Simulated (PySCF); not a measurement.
Species: C3H5N3.
Bonds: C1–N2, N2–C3 (aromatic), C3–N4 (aromatic), N4–C5 (aromatic), C5–N6 (aromatic), N2–N6 (aromatic). Hydrogens: H7, H8, H9 on C1; H10 on C3; H11 on C5.

The same species was optimised twice, with GFN2-xTB and with PBE0-D3(BJ)/def2-SVP (PySCF), and the same property calculations (PySCF, gas phase) were run on both structures.

```json
{"coordinate": "C5–N6 (Å)", "GFN2-xTB": "1.312", "PBE0-D3(BJ)/def2-SVP": "1.321", "change": "+0.009"}
{"coordinate": "N4–C5 (Å)", "GFN2-xTB": "1.347", "PBE0-D3(BJ)/def2-SVP": "1.353", "change": "+0.006"}
{"coordinate": "C1–N2 (Å)", "GFN2-xTB": "1.433", "PBE0-D3(BJ)/def2-SVP": "1.438", "change": "+0.005"}
{"coordinate": "N2–C3 (Å)", "GFN2-xTB": "1.344", "PBE0-D3(BJ)/def2-SVP": "1.349", "change": "+0.005"}
{"coordinate": "C3–N4 (Å)", "GFN2-xTB": "1.312", "PBE0-D3(BJ)/def2-SVP": "1.315", "change": "+0.003"}
{"coordinate": "N2–N6 (Å)", "GFN2-xTB": "1.337", "PBE0-D3(BJ)/def2-SVP": "1.336", "change": "-0.001"}
{"coordinate": "N2–N6–C5 (°)", "GFN2-xTB": "103.9", "PBE0-D3(BJ)/def2-SVP": "102.7", "change": "-1.2"}
{"coordinate": "C3–N2–N6 (°)", "GFN2-xTB": "108.8", "PBE0-D3(BJ)/def2-SVP": "109.7", "change": "+0.9"}
{"coordinate": "N4–C5–N6 (°)", "GFN2-xTB": "113.9", "PBE0-D3(BJ)/def2-SVP": "114.8", "change": "+0.9"}
{"coordinate": "C3–N4–C5 (°)", "GFN2-xTB": "103.2", "PBE0-D3(BJ)/def2-SVP": "102.6", "change": "-0.6"}
{"coordinate": "C1–N2–N6 (°)", "GFN2-xTB": "121.6", "PBE0-D3(BJ)/def2-SVP": "121.0", "change": "-0.6"}
{"coordinate": "C1–N2–C3 (°)", "GFN2-xTB": "129.7", "PBE0-D3(BJ)/def2-SVP": "129.3", "change": "-0.4"}
{"coordinate": "N2–C3–N4 (°)", "GFN2-xTB": "110.2", "PBE0-D3(BJ)/def2-SVP": "110.1", "change": "-0.1"}
```

Rotational constants: A = 9721, B = 3819, C = 2790 MHz (GFN2-xTB) against A = 9591, B = 3812, C = 2776 MHz (PBE0-D3(BJ)/def2-SVP). Atoms that the bonding makes alike are paired by their places after alignment.

On the GFN2-xTB structure: HOMO (eV) -7.68 [PBE0/pcSseg-1]; LUMO (eV) 0.15 [PBE0/pcSseg-1]; dipole (D) 3.42 [PBE0/pcSseg-1]; GIAO shielding of C1 (ppm) 150.5 [PBE0/pcSseg-1]; GIAO shielding of N2 (ppm) 35.7 [PBE0/pcSseg-1]; GIAO shielding of C3 (ppm) 39.5 [PBE0/pcSseg-1]; GIAO shielding of N4 (ppm) -29.4 [PBE0/pcSseg-1]; GIAO shielding of C5 (ppm) 31.4 [PBE0/pcSseg-1]; GIAO shielding of N6 (ppm) -71.1 [PBE0/pcSseg-1].

**Question.** What do these properties become on the PBE0-D3(BJ)/def2-SVP structure?

**Answer.** 
```tsv
property	level	on GFN2-xTB	on PBE0-D3(BJ)/def2-SVP	change
HOMO (eV)	PBE0/pcSseg-1	-7.68	-7.66	+0.02
LUMO (eV)	PBE0/pcSseg-1	0.15	0.14	-0.01
dipole (D)	PBE0/pcSseg-1	3.42	3.44	+0.02
energy, GFN2-xTB geometry as zero (kcal/mol)	PBE0/pcSseg-1	0.0	-0.7	-0.7
GIAO shielding of C1 (ppm)	PBE0/pcSseg-1	150.5	148.5	-2.0
GIAO shielding of N2 (ppm)	PBE0/pcSseg-1	35.7	33.0	-2.7
GIAO shielding of C3 (ppm)	PBE0/pcSseg-1	39.5	37.5	-2.0
GIAO shielding of N4 (ppm)	PBE0/pcSseg-1	-29.4	-27.7	+1.7
GIAO shielding of C5 (ppm)	PBE0/pcSseg-1	31.4	27.4	-4.0
GIAO shielding of N6 (ppm)	PBE0/pcSseg-1	-71.1	-69.7	+1.4
```

The heavy atoms differ by 0.008 Å rms after alignment. Among the bonds compared C5–N6 changes most (+0.009 Å). Changes are differences of the printed values. Neither structure is proved a minimum here.
